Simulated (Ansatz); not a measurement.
A made-up structure of C2H4N (charge -1), singlet:

```
7
angstrom
C -0.9153 0.3102 -0.4581
C 0.2815 0.0317 0.1682
N 0.9116 -1.1348 0.2785
H -1.4909 -0.4671 -0.9555
H -1.3052 1.3228 -0.4638
H 0.7474 0.9275 0.6283
H -0.6696 0.0659 0.5437
```

It is relaxed with PBE-D4/def2-SVPD and then PBE0-D4/def2-TZVPD (Ansatz 0.2.0). Atoms count as bonded within 1.22 times the sum of their covalent radii (H–H: 0.88 Å). The end point is not checked to be a true minimum.

Task: Does its bonding change? (A judgement: the text doesn't fix the answer.)

Result: The calculation gives: Yes. Formed: none; broken: C2–H7.

Where it ends: The first stage lowers the energy by 4.22 eV in 15 steps. It ends as C₂H₄N ([CH3][CH][N]), total charge -1:
C1  (-0.978, 0.238, -0.188)
C2  (0.506, -0.014, 0.140)
N3  (1.203, -0.966, -0.211)
H4  (-1.365, -0.578, -0.807)
H5  (-1.102, 1.194, -0.722)
H6  (0.869, 0.871, 0.793)
H7  (-1.574, 0.312, 0.736)
(Å)

Labels in which every atom is bracketed show which atoms are joined, not bond orders.

For scale, one of the runs: PBE0-D4/def2-TZVPD relaxation, 147 basis functions, launched by `ansatz run in.yaml --threads 2 --pin off --events-out ev --progress --plain --max-ram 4352MiB`. The run took about 12 s on 2 CPU threads of an Arm Neoverse V1 (shared host).
